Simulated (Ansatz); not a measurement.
Two isomers of C5H8: A = `C=CC1CC1`, B = `C=C1CC1C`.

Program: Ansatz. Geometries: PBE0-D4/def2-TZVP. ΔE: electronic, gas phase. CBS: MP2 limit from def2 TZ/QZ plus the TZ coupled-cluster correction, frozen cores. DFT in def2-TZVPP. B3LYP here is the variant with VWN-RPA as its local correlation; programs differ in this. Each species was taken in one conformer, which may not be the lowest.

Q: Which isomer does CCSD(T)/CBS put lower? Give the gap. (Estimate.)

A: Ansatz gave: A, by 40.7 kJ/mol.

Q: Give E(B) − E(A) in kJ/mol with HF/def2-TZVPP, MP2/def2-TZVPP, PBE0-D4, ωB97M-V, B3LYP, CCSD(T)/def2-TZVPP, CCSD/def2-TZVPP. (Best estimate.)

A: Ansatz gave: HF/def2-TZVPP 43.4, MP2/def2-TZVPP 42.4, PBE0-D4 36.2, ωB97M-V 38.7, B3LYP 36.5, CCSD(T)/def2-TZVPP 41.4, CCSD/def2-TZVPP 41.5. None reverses the order clearly.

Largest T1 diagnostic: 0.010.
